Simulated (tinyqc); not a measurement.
Worked calculation: geometry optimisation on the PBE/sto-3g surface (energies and gradients from PySCF), for OH-, spin multiplicity 1. The basis has no diffuse functions, so it cannot describe the extra electron: this is an exercise in the method, not the real anion. One step of it, computed by the program tinyqc.

Task: Step 1: move. Quasi-Newton step p = -H^(-1) g (first H = 1 times the unit matrix); steps longer than 0.5 bohr are cut back.

positions at the start (bohr), order 1O, 2H:
```
[[0.000000, 0.000000, 0.000000],
 [0.000000, 0.000000, 1.833034]]
```

gradient (hartree/bohr), order 1O, 2H:
```
[[0.00000000, 0.00000000, 0.12104406],
 [0.00000000, 0.00000000, -0.12104535]]
```

Give: positions after step 1.

Result:

positions after step 1 (bohr), order 1O, 2H:
```
[[0.0000, 0.0000, -0.1210],
 [0.0000, 0.0000, 1.9541]]
```
